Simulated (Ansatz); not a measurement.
Complex (SMILES): F (HF) with F (HF), atoms 1 to 2 the first; geometry from A24 set, monomers rigid:
```xyz
4

H      0.0000     0.8027     1.6953
F      0.0000    -0.0460     1.3403
H      0.0000    -0.1204    -0.4908
F      0.0000     0.0098    -1.4042
```

Interaction energy at MP2 with Ansatz (a program for electronic structure), kcal/mol, without and with the counterpoise correction (monomers among the partner's ghost functions). Cartesian d functions, on some or all atoms, in 6-31G*; all else is spherical. Cores are frozen. No added dispersion term, no relativity. Reference, counterpoise-corrected: Hartree-Fock in aug-cc-pV5Z plus the correlation part extrapolated as X^-3 from aug-cc-pVQZ and aug-cc-pV5Z, -4.47.

```json
[
 {"basis": "3-21G", "functions": "22", "uncorrected": "-11.80", "counterpoise": "-4.88", "counterpoise correction": "6.92", "mean of both": "-8.34"},
 {"basis": "6-31G*", "functions": "34", "uncorrected": "-7.31", "counterpoise": "-4.79", "counterpoise correction": "2.51", "mean of both": "-6.05"},
 {"basis": "cc-pVDZ", "functions": "38", "uncorrected": "-7.01", "counterpoise": "-4.06", "counterpoise correction": "2.95", "mean of both": "-5.53"},
 {"basis": "def2-SVPD", "functions": "62", "uncorrected": "-5.19", "counterpoise": "-3.96", "counterpoise correction": "1.23", "mean of both": "-4.57"},
 {"basis": "aug-pcseg-1", "functions": "64", "uncorrected": "-5.06", "counterpoise": "-3.90", "counterpoise correction": "1.16", "mean of both": "-4.48"},
 {"basis": "6-311++G(2d,2p)", "functions": "74", "uncorrected": "-4.88", "counterpoise": "-3.88", "counterpoise correction": "1.00", "mean of both": "-4.38"},
 {"basis": "def2-TZVPD", "functions": "98", "uncorrected": "-4.37", "counterpoise": "-3.99", "counterpoise correction": "0.38", "mean of both": "-4.18"},
 {"basis": "6-311++G(3df,3pd)", "functions": "114", "uncorrected": "-4.97", "counterpoise": "-4.10", "counterpoise correction": "0.86", "mean of both": "-4.54"},
 {"basis": "aug-pcseg-2", "functions": "138", "uncorrected": "-4.78", "counterpoise": "-4.19", "counterpoise correction": "0.60", "mean of both": "-4.49"},
 {"basis": "aug-cc-pVTZ", "functions": "138", "uncorrected": "-4.67", "counterpoise": "-4.19", "counterpoise correction": "0.48", "mean of both": "-4.43"},
 {"basis": "aug-cc-pVQZ", "functions": "252", "uncorrected": "-4.64", "counterpoise": "-4.38", "counterpoise correction": "0.26", "mean of both": "-4.51"},
 {"basis": "pcseg-4", "functions": "324", "uncorrected": "-4.55", "counterpoise": "-4.40", "counterpoise correction": "0.15", "mean of both": "-4.47"}
]
```

The corrected value lies nearer the reference in 9 of 12 rows.
